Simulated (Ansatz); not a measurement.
C3H6FNO, SMILES `C=NC(F)OC`. The species carries charge 0 and has multiplicity 1.

```xyz
12

C     1.484    0.694    1.488
N     0.427    0.251    0.969
C     0.492   -0.466   -0.265
F     1.737   -0.473   -0.829
O    -0.333    0.104   -1.205
C    -1.707   -0.069   -0.932
H     1.412    1.246    2.424
H     2.475    0.559    1.049
H     0.216   -1.513   -0.065
H    -2.245    0.372   -1.769
H    -1.996    0.430   -0.003
H    -1.962   -1.134   -0.862
```

(1) Give the diagnostics of a CCSD(T)/def2-TZVPP run (frozen core, Ansatz). (An estimate is asked.)

## Answers

(1) Ansatz gave: T1 = 0.0121, largest single amplitude 0.018, largest double 0.080, (T) share of the correlation energy 3.8 %, 10 CCSD cycles. The RHF solution is stable towards an unrestricted one. T1 lies under the customary mark of 0.02 for closed shells.
